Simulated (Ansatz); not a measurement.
# Pyrite PtSb₂

Computed with r²SCAN+rVV10 (PAW; Ansatz, a program for electronic structure).

Numerical settings: plane-wave cutoff 560 eV, 10×10×10 k mesh, Fermi–Dirac smearing 0.05 eV, scalar-relativistic PAW data made under PBE.

Cell (relaxed at this level):

```cif
data_Pt4Sb8
_chemical_formula_sum 'Pt4 Sb8'
_space_group_name_H-M_alt 'Pa-3'
_space_group_IT_number 205
_space_group_name_Hall '-P 2ac 2ab 3'
_cell_length_a 6.47815
_cell_length_b 6.47815
_cell_length_c 6.47815
_cell_angle_alpha 90.000
_cell_angle_beta 90.000
_cell_angle_gamma 90.000
loop_
_atom_site_label
_atom_site_type_symbol
_atom_site_symmetry_multiplicity
_atom_site_Wyckoff_symbol
_atom_site_fract_x
_atom_site_fract_y
_atom_site_fract_z
_atom_site_occupancy
Pt1 Pt 4 a 0.00000 0.00000 0.00000 1
Sb1 Sb 8 c 0.37529 0.37529 0.37529 1
```

```json
{
  "band_gap": "0.02 eV (under three smearing widths, so not firm)",
  "smallest_direct_gap_on_the_k_points_sampled": "0.21 eV",
  "direct gap at Γ": "0.61 eV"
}
```

Measured, for comparison: band gap 0.11 eV (low temperature, zero-point motion not removed; as tabulated in Saeed et al. (2013), arXiv:1402.4256).

Spin–orbit coupling is not included; it can close the smallest gap of 0.02 eV.

The computed numbers hold no vibrational or temperature effects.

Computing time: very roughly 11 core-minutes.
